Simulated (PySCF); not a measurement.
**A diatomic session: MgSi+**

Aim: find the lowest electronic state of MgSi+, scan its bond at several levels of theory, and get bond length, wavenumber and dissociation energy from each curve.

Program: PySCF 2.14.0. Level of theory: Mg aug-cc-pVDZ, Si aug-cc-pV(D+d)Z, no relativity. These are calculated values, not measurements.

## Step 1: The job

A driver script around PySCF takes these settings:

```yaml
atoms: Mg, Si
charge: 1
basis: Mg aug-cc-pVDZ, Si aug-cc-pV(D+d)Z
Hamiltonian: no relativity
basis_functions: 59
electrons_treated: 25
masses_in_u: 23.9850, 27.9769
levels: PBE0, PBE, r²SCAN, MN15, r²SCANh, BHandHLYP, LC-ωPBE, HF, MP2, SCS-MP2, CCSD, CCSD(T)
grid: 80 radial by 434 angular points
occupations: held fixed by the projection of orbital angular momentum
dissociation_limit: Mg+ + Si, each in its ground configuration
starting_distance_in_angstrom: 2.570
values_of_2S_to_try: 1, 3
```

On the command line:

```console
OMP_NUM_THREADS=1 python dia.py task.json out
```

The runs that follow: First curve: PBE0; Higher solutions at PBE0; PBE (GGA); r²SCAN; MN15 (hybrid meta-GGA); r²SCANh (hybrid meta-GGA); BHandHLYP (global hybrid GGA); LC-ωPBE (range-separated hybrid); UHF; Correlated methods on the Hartree–Fock reference.

What does the calculation give? Wanted: for each run, Re; ωe; De; μ.

The runs gave:

Lowest PBE0 solution found, without spin–orbit coupling: ²Π (doublet), unpaired electrons π ↑. State 2 has its PBE0 minimum 0.87 eV higher. State 3 has its PBE0 minimum 1.14 eV higher. State 4 has its PBE0 minimum 1.40 eV higher, as a spin-mixed determinant (⟨S²⟩ = 1.77), so this is no gap between pure states. The other levels ran on the lowest alone.

```
      level  Re (Å)  ωe (cm⁻¹)  De (eV)  μ (D)
        UHF   2.764      262.3     0.66  -4.69
    UHF-MP2   2.719      284.2     1.36    n/a
UHF-SCS-MP2   2.736      275.1     1.45    n/a
   UHF-CCSD   2.747      270.4     1.57    n/a
UHF-CCSD(T)   2.748      269.4     1.65    n/a
        PBE   2.722      273.8     1.99  -3.83
     r²SCAN   2.725      270.1     1.66  -4.06
    r²SCANh   2.726      268.1     1.63  -4.06
       PBE0   2.709      278.7     1.80  -4.16
       MN15   2.730      262.3     1.78  -3.63
  BHandHLYP   2.722      268.3     1.70  -4.08
    LC-ωPBE   2.713      258.2     1.52  -4.33
```

De is counted to Mg+ + Si in their ground configurations. A positive dipole points from Mg to Si; in an ion it is taken about the centre of mass and does not tell which atom is negative. ⟨S²⟩ is off the pure value of 0.75 by over a tenth at r²SCAN 0.88, r²SCANh 0.90, LC-ωPBE 0.97.

Differences from CCSD(T) in the same basis:

```
      level  Re (mÅ)  ωe (%)
        UHF      +16    -2.6
    UHF-MP2      -28    +5.5
UHF-SCS-MP2      -12    +2.1
   UHF-CCSD       -1    +0.4
        PBE      -25    +1.6
     r²SCAN      -23    +0.3
    r²SCANh      -22    -0.5
       PBE0      -38    +3.5
       MN15      -18    -2.6
  BHandHLYP      -26    -0.4
    LC-ωPBE      -35    -4.1
```

What this shows: Judged by CCSD(T) in the same basis: best bond length UHF-CCSD (-1 mÅ), worst PBE0 (-38 mÅ); best wavenumber r²SCAN (+0.3 %), worst UHF-MP2 (+5.5 %). CCSD(T) in a basis this small is itself some way from its limit, more so than the functionals. Of the levels with a De here, UHF gives the least (0.66 eV) and PBE the most (1.99 eV).

Correlated steps freeze 6 core orbitals.
